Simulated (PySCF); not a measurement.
Compound: protonated cyanoacetylene cation, C₃H₂N (charge +1).
SMILES: `C#CC#[NH+]`

The closed-shell ground state was solved at several levels (PySCF, density fitting, gas phase, non-relativistic). Geometry: PBE0-D3(BJ)/def2-TZVP; no solvent, vibrations or thermal averaging.

| level | basis functions | total energy (Eh) | HOMO (eV) | LUMO (eV) | gap (eV) |
| --- | --- | --- | --- | --- | --- |
| wB97X-D/pcSseg-2 | 172 | -169.8680 | -17.04 | -6.46 | 10.58 |
| KT3/pcSseg-2 | 172 | -172.6556 | -14.13 | -9.24 | 4.89 |
| PBE0/pcSseg-2 | 172 | -169.7274 | -15.25 | -8.28 | 6.97 |

(1) Estimate the row for B97-2/pcSseg-2, a basis of 172 functions; the other rows only guide the guess.

(2) Over all these levels, which gives the widest orbital gap and which the narrowest?

(3) In the pcSseg-2 basis, how does the gap go with the fixed share of exact exchange?

## Answers

(1) Total energy -169.8734 Eh, HOMO -15.00 eV, LUMO -8.35 eV, gap 6.65 eV.

(2) wB97X-D/pcSseg-2 (range-separated hybrid) has the widest, 10.58 eV, and KT3/pcSseg-2 (GGA) the narrowest, 4.89 eV. From the narrowest to the widest the HOMO moves by -2.91 eV and the LUMO by +2.78 eV.

(3) KT3 (0 %) 4.89 eV; B97-2 (21 %) 6.65 eV; PBE0 (25 %) 6.97 eV. Each rise in the share widens the gap here.

The pairwise dispersion term of wB97X-D wasn't added to the energies; at a given geometry it leaves orbitals and properties as they are.
